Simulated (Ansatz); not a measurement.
Correlation energies of `[O]OF` radical by basis set

Cartesian coordinates in Å:
```
O 0.349 -0.794 0.663
O -0.210 -0.388 -0.295
F -0.139 1.182 -0.368
```

Total charge 0; spin multiplicity 2. Geometry: relaxed with PBE0-D4/def2-TZVP. Frozen core, unrestricted reference, Ansatz 0.2.0. CBS rows extrapolate triple and quadruple zeta.

```
      basis     HF (Eh)  MP2 corr.  CCSD corr.       (T)  CCSD(T) total
   def2-SVP  -248.71758   -0.49693    -0.54176  -0.01930     -249.27864
 def2-TZVPP  -249.03985   -0.65275    -0.69400  -0.03227     -249.76612
 def2-QZVPP  -249.05070   -0.71229    -0.74796  -0.03683     -249.83549
  CBS(def2)  -249.05220   -0.75640    -0.78792  -0.04021     -249.88033
cc-pV(D+d)Z  -248.94624   -0.49967    -0.54302  -0.01918     -249.50844
cc-pV(T+d)Z  -249.02578   -0.65706    -0.69632  -0.03244     -249.75454
cc-pV(Q+d)Z  -249.04622   -0.71519    -0.75040  -0.03672     -249.83334
    CBS(cc)  -249.05237   -0.75658    -0.78890  -0.03976     -249.88103
```

The UHF reference is spin-contaminated (⟨S²⟩ = 1.43, T1 = 0.061).
